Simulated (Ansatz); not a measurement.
The input, for Ansatz 0.2.0:

```yaml
crystal:
  periodic: [false, false, false]
  atoms:
    - {symbol: Si, position_ang: [-0.000065, -0.004175, 0.004202]}
    - {symbol: H, position_ang: [-0.011231, 1.086687, 1.087978]}
    - {symbol: H, position_ang: [-0.014841, -0.954968, 0.961059]}
    - {symbol: H, position_ang: [0.016778, 1.079652, -1.086538]}
    - {symbol: H, position_ang: [0.011101, -1.095037, -1.079574]}
basis:
  gaussian: {orbitals: 6-31G}
total_charge: 1
magnetization: {spin_polarized: false, initial_magnetization: 1}
correlation: {method: bccd_t, electrons: all}
accuracy: high
output: {forces: true}
```

```sh
$ ansatz run in.yaml --threads 1 --pin off --events-out ev --progress --plain --max-ram 2393MiB
```

Problem. Roughly how long does this take on 1 thread of Intel Xeon 6975P-C, shared host, and how much host memory?

Solution. 1.7 s wall and 0.12 GiB.

```
471 factors; integrals over basis functions are off by at most 2.9e-9 eV
mean field evaluation 1: about -7910.1769 eV, gradient 6.5e0 eV
mean field evaluation 2: about -7910.1779 eV, gradient 6.5e0 eV
mean field evaluation 4: about -7910.3863 eV, gradient 1.6e-1 eV
mean field evaluation 8: about -7910.3865 eV, gradient 3.4e-6 eV
mean field evaluation 16: about -7908.0925 eV, gradient 1.3e0 eV
mean field evaluation 32: about -7908.1071 eV, gradient 4.7e-2 eV
mean field -7910.38652871 eV, -290.7013430775 hartree, gradient 1.4e-8 eV, S^2 0.750000; 1 other end points of the search recorded, 0 dependent functions left out
determinant -7910.38652871 eV, -290.7013430775 hartree, with singles and doubles -7912.84762989 eV, -290.7917868778 hartree
determinant -7908.11384984 eV, -290.6178236696 hartree, with singles and doubles -7911.19258649 eV, -290.7309651544 hartree
reference -7910.38652871 eV, -290.7013430775 hartree; 9, 8 occupied and 12, 13 virtual orbitals, 471 factors
second order -1.60940291 eV of doubles, -0.16921548 eV of singles
cycle   1  -2.46572981 eV  change   -4.6e-3 eV  update   4.5e-3
cycle   2  -2.46247549 eV  change    3.3e-3 eV  update   2.3e-3
cycle   3  -2.46084154 eV  change    1.6e-3 eV  update   5.8e-4
cycle   4  -2.46032359 eV  change    5.2e-4 eV  update   1.6e-4
cycle   5  -2.46024311 eV  change    8.0e-5 eV  update   4.7e-5
cycle   6  -2.46023973 eV  change    3.4e-6 eV  update   1.7e-5
cycle   7  -2.46024756 eV  change   -7.8e-6 eV  update   5.5e-6
cycle   8  -2.46025036 eV  change   -2.8e-6 eV  update   2.0e-6
cycle   9  -2.46025006 eV  change    3.0e-7 eV  update   7.6e-7
cycle  10  -2.46024981 eV  change    2.5e-7 eV  update   2.8e-7
cycle  11  -2.46024971 eV  change    1.0e-7 eV  update   1.1e-7
cycle  12  -2.46024972 eV  change   -1.3e-8 eV  update   3.8e-8
cycle  13  -2.46024975 eV  change   -2.3e-8 eV  update   2.1e-8
cycle  14  -2.46024958 eV  change    1.7e-7 eV  update   6.2e-8
cycle  15  -2.46024954 eV  change    3.6e-8 eV  update   2.2e-8
cycle  16  -2.46024953 eV  change    6.0e-9 eV  update   6.7e-9
cycle  17  -2.46024954 eV  change   -2.5e-9 eV  update   2.7e-9
cycle  18  -2.46024954 eV  change   -1.7e-9 eV  update   1.0e-9
perturbative correction -0.03049492 eV, -0.0011206677 hartree
the calculation of the forces begins
Total energy: -7912.87727317 eV, -290.7928762481 hartree
Atom 0 at    -0.000065    -0.004175     0.004202 Å, force     0.037293     2.399725    -2.415031 eV/Å
Atom 1 at    -0.011231     1.086687     1.087978 Å, force    -0.003405     0.755716     0.414832 eV/Å
Atom 2 at    -0.014841    -0.954968     0.961059 Å, force    -0.049109    -3.160050     3.180205 eV/Å
Atom 3 at     0.016778     1.079652    -1.086538 Å, force     0.006594     0.424330    -0.427037 eV/Å
Atom 4 at     0.011101    -1.095037    -1.079574 Å, force     0.008627    -0.419721    -0.752969 eV/Å
Dipole moment:     0.000196     0.012609    -0.012690 e Å
```

Forces (eV/Å):
```
Si   0.037  2.400 -2.415
H   -0.003  0.756  0.415
H   -0.049 -3.160  3.180
H    0.007  0.424 -0.427
H    0.009 -0.420 -0.753
```
